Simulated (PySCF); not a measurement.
# A diatomic session: CF

One job finds the state of CF, follows it along the bond with each method and fits the curves.

The runs use PySCF 2.14.0; C STO-3G, F STO-3G, no relativity.

### 1 Set-up

A driver script around PySCF takes these settings:

```
atoms                         : C, F
charge                        : 0
basis                         : C STO-3G, F STO-3G
Hamiltonian                   : no relativity
basis functions               : 10
electrons treated             : 15
masses in u                   : 12.0000, 18.9984
levels                        : PBE0, PBE, r²SCAN, BP86, BHandHLYP, PBEsol, LC-ωPBE, HF, MP2, SCS-MP2, CCSD, CCSD(T)
grid                          : 80 radial by 434 angular points
occupations                   : held fixed by the projection of orbital angular momentum
dissociation limit            : C + F, each in its ground configuration
starting distance in angstrom : 1.325
values of 2S to try           : 1, 3
```

Command:

```bash
OMP_NUM_THREADS=1 python dia.py task.json out
```

After this run come: The PBE0 curve of the state that the search chose; Other states along the same grid; PBE; r²SCAN (meta-GGA); BP86; BHandHLYP; PBEsol (GGA); LC-ωPBE (range-separated hybrid); UHF; Correlated methods on the Hartree–Fock reference.

What does the calculation give? Wanted: for each run, Re; ωe; De; μ.

**Answer**, as computed:

Lowest PBE0 solution found, without spin–orbit coupling: ²Π (doublet), unpaired electrons π ↑. State 2 has its PBE0 minimum 3.31 eV higher. The other levels ran on the lowest alone.

```
      level  Re (Å)  ωe (cm⁻¹)  De (eV)  μ (D)
        UHF   1.293       1551     3.26   0.61
    UHF-MP2   1.303       1530      n/a    n/a
UHF-SCS-MP2   1.305       1507     4.49    n/a
   UHF-CCSD   1.313       1459      n/a    n/a
UHF-CCSD(T)   1.319       1440      n/a    n/a
        PBE   1.340       1365     7.20   1.16
     PBEsol   1.333       1391     7.56   1.20
       BP86   1.342       1359     7.11   1.14
     r²SCAN   1.328       1407     6.50   1.07
       PBE0   1.317       1453     6.35   1.03
  BHandHLYP   1.305       1499     5.49   0.88
    LC-ωPBE   1.312       1491     6.42   1.08
```

De is counted to C + F in their ground configurations. A positive dipole means C(−)F(+).

What this shows: Bond lengths run from 1.293 Å (UHF) to 1.342 Å (BP86). CCSD(T) can't serve as the judge here: for a weak bond in this basis it is far from its limit. Of the levels with a De here, UHF gives the least (3.26 eV) and PBEsol the most (7.56 eV).

Correlated steps freeze 2 core orbitals. The basis is very small, so these numbers show the basis as much as the molecule.
